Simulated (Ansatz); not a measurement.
# CHF2 radical: basis-set convergence

How large a basis does CHF2 radical need? Two functionals are run in growing sets.

Computed with Ansatz 0.2.0, Gaussian basis. Level: one geometry, several basis sets.

Plan: PBE0-D4/def2-SVP; ωB97M-V/def2-SVP; PBE0-D4/def2-QZVPP; ωB97M-V/def2-QZVPP; the functionals' def2-TZVPP values are taken from earlier runs.

### 1 The geometry

An earlier PBE0-D4 in a triple-zeta def2 set relaxation fixed the geometry.

SMILES `F[CH]F`, 4 atoms, charge 0, spin multiplicity 2.

Atoms are counted from 1 here; the program's logs count them from 0.

Bond lengths: F1–C2 1.321 Å, C2–F3 1.321 Å, C2–H4 1.090 Å. Angles: F1–C2–F3 111.3°, F1–C2–H4 114.2°, F3–C2–H4 114.2°.

### 2 PBE0-D4 in def2-SVP

The input, in.yaml:

```yaml
crystal:
  periodic: [false, false, false]
  atoms:
    - {symbol: F, position_ang: [-1.208179, 0.264628, -0.141740]}
    - {symbol: C, position_ang: [0.038600, 0.063418, 0.244449]}
    - {symbol: F, position_ang: [0.433137, -1.166761, -0.029587]}
    - {symbol: H, position_ang: [0.736452, 0.838715, -0.073122]}
basis:
  gaussian: {orbitals: def2-SVP}
magnetization: {spin_polarized: true, initial_magnetization: 1}
hamiltonian: {xc: pbe0, dispersion: d4}
output: {orbitals: {seedname: orbitals}}
```

Further steps of the session: ωB97M-V in def2-SVP; PBE0-D4 in def2-QZVPP; ωB97M-V in def2-QZVPP.

**Question.** What will the summary of the whole plan be? Wanted: PBE0-D4: double and triple zeta above quadruple; ωB97M-V: double and triple zeta above quadruple.

The runs gave:

```
                                       quantity          value
PBE0-D4: double and triple zeta above quadruple  8.27, 0.34 eV
ωB97M-V: double and triple zeta above quadruple  8.43, 0.33 eV
```

What this shows: PBE0-D4 gains 7.93 eV from double to triple zeta, then 0.34 eV more. These are total energies; as a rule much of such shifts cancels in differences, which this series doesn't test.
